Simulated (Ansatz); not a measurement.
What a trial cell of BaCr₂ relaxes into

Level of theory: DFT PBE, scalar-relativistic, plane waves, PAW (Ansatz). Cutoff 420 eV, Γ-centred k mesh, Gaussian smearing, collinear spin, first started from parallel moments.

The start puts BaCr₂ on the Cu2Sb structure type (P4/nmm, No. 129), with Ba in place of Sb, Cr in place of Cu, at a guessed volume.

```xyz
6
Lattice="4.2002 0.0000 0.0000 0.0000 4.2002 0.0000 0.0000 0.0000 6.4086" Properties=species:S:1:pos:R:3 pbc="T T T"
Ba    0.0000    2.1001    4.4860
Ba    2.1001    0.0000    1.9226
Cr    0.0000    0.0000    0.0000
Cr    2.1001    2.1001    0.0000
Cr    0.0000    2.1001    1.7303
Cr    2.1001    0.0000    4.6783
```

Cell and atoms relax at zero pressure; the relaxation can't lower the symmetry of the start. After a coarse first stage the cell is made exact in the group found at 0.06 Å.

Energies over the elements count from the elements' standard structures at the same level, with no empirical corrections.

Which crystal results?

It keeps P4/nmm (No. 129), but not the shape of the type it started on. Conventional cell: a = 4.265 Å, c = 9.320 Å. Ba has 8 Cr at 3.44–3.52 Å, 1 Cr at 3.93 Å and 4 Ba at 4.27 Å; Cr on Wyckoff site a (2 atoms of the primitive cell) has 4 Cr at 2.42 Å; Cr on Wyckoff site c (2 atoms of the primitive cell) has 4 Cr at 2.42 Å.

Space group P4/nmm:1 (No. 129). a = 4.265 Å, b = 4.265 Å, c = 9.320 Å, α = 90.00°, β = 90.00°, γ = 90.00°
```json
{"atom": "Ba", "site": "2c", "symmetry": "4mm", "x": "0.0000", "y": "0.5000", "z": "0.6999"}
{"atom": "Cr", "site": "2a", "symmetry": "-4m2", "x": "0.0000", "y": "0.0000", "z": "0.0000"}
{"atom": "Cr", "site": "2c", "symmetry": "4mm", "x": "0.0000", "y": "0.5000", "z": "0.1219"}
```

What are its volume, energy, gap and moment?

The volume per atom is 28.26 Å³ and the density is 4.73 g/cm³. The energy over the elements is 0.57 eV/atom and the gap on the 10×10×4 mesh is 0 eV (a metal). The net moment per atom is 0.11 μB and the largest site moment is 2.45 μB.

The final run used a 10×10×4 mesh on its 6-atom cell and 0.10 eV smearing. The k mesh leaves about 4 meV/atom of noise in metals. Symmetry constrained the relaxation, so the result can be a saddle point. The steps took roughly 25 core-minutes in all.